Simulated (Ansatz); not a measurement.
**What each rung costs, and what it gives**

The pair of H2O (SMILES O, atoms 1–3) and SiH3F (SMILES [SiH3]F, atoms 4–8), both closed shells, in one local arrangement (a lower one may exist), relaxed at PBE0-D4/def2-TZVP:

```
8
angstrom
O -0.0693 -0.2553 -1.8613
H -0.9408 -0.1454 -2.2485
H 0.2637 0.6368 -1.7285
Si 0.1358 -0.0954 1.1693
F 0.5647 1.2755 0.4404
H 0.3123 0.1444 2.6239
H 1.0226 -1.1887 0.7222
H -1.2889 -0.3720 0.8825
```

Interaction energies are counterpoise-corrected; the time is that of the whole pair.

Ansatz 0.2.0; basis: as named in each row; cores frozen in the correlated methods. B3LYP uses VWN-RPA correlation. Extrapolation: Hartree–Fock as exp(−7.88 √X), correlation as X^−2.97.

Times are rough, for one single point on 4 threads of a shared host (Arm Neoverse V2).

The estimate by CCSD(T) at an estimated basis limit (MP2 extrapolated from triple and quadruple zeta, plus CCSD(T) − MP2 in triple zeta) is -0.143 eV.

| method | basis | time (s) | interaction energy (eV) | method less estimate |
| --- | --- | --- | --- | --- |
| HF | STO-3G | under 1 | 0.007 | 0.151 |
| PBE-D4 | STO-3G | under 1 | -0.058 | 0.085 |
| SPW92 | def2-SVP | under 1 | -0.247 | -0.103 |
| B3LYP-D4 | 6-31G | under 1 | -0.201 | -0.057 |
| PBE-D4 | def2-SVP | under 1 | -0.150 | -0.007 |
| PBE0-D4 | def2-SVP | under 1 | -0.157 | -0.013 |
| CCSD(T) | def2-SVP | under 1 | -0.087 | 0.056 |
| PBE-D4 | def2-TZVPPD | under 1 | -0.140 | 0.003 |
| revPBE-D4 | def2-TZVPPD | under 1 | -0.114 | 0.029 |
| BLYP-D4 | def2-TZVPPD | 1 | -0.120 | 0.023 |
| PBE0-D4 | def2-TZVPPD | 1 | -0.144 | 0.000 |
| wB97M-V | def2-SVP | 1 | -0.159 | -0.015 |
| B3LYP-D4 | def2-TZVPPD | 1 | -0.136 | 0.007 |
| HSE06-D4 | def2-TZVPPD | 1 | -0.142 | 0.001 |
| r2SCAN-D4 | def2-TZVPPD | 2 | -0.161 | -0.018 |
| B2PLYP | def2-TZVPPD | 2 | -0.100 | 0.043 |
| wB97X-V | def2-TZVPPD | 3 | -0.146 | -0.003 |
| B97M-V | def2-TZVPPD | 4 | -0.156 | -0.013 |
| wB97M-V | def2-TZVPPD | 4 | -0.152 | -0.009 |
| MP2 | def2-QZVPPD | 6 | -0.128 | 0.016 |
| CCSD(T) | def2-TZVPPD | 28 | -0.125 | 0.018 |

T1 diagnostic: at most 0.012.
